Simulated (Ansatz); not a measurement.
# C3H2O: state-averaged CASSCF

Computed with Ansatz's Gaussian-basis code (development build). State-averaged CASSCF with equal weights; occupations are averaged over the states; levels count from the state that is lowest in CASSCF. CASSCF levels without dynamic correlation can be off by over 1 eV. No symmetry is imposed, so a solution can break that of the shape. Lower solutions, or ones in other orbitals, may exist.

Geometry:

```csv
atom,x (Å),y (Å),z (Å)
C,0.0159,-0.8177,-0.2549
O,0.0038,-1.4573,0.7815
C,-0.0013,0.6606,-0.2458
C,-0.0142,1.8563,-0.2982
H,0.0181,-1.2870,-1.2329
H,-0.0120,2.9136,-0.2981
```

Basis cc-pVTZ, nonrelativistic, 4 orbitals frozen in the corrections; active space CAS(6,6). Averaged: 1 singlet, 1 triplet.

**Question.** Give the levels in order, with their spins.

**Answer.** 

| state | CASSCF (eV) |
| --- | --- |
| singlet | 0.000 |
| triplet | 4.409 |

Occupations: 1.98, 1.95, 1.49, 0.55, 0.02, 0.01.
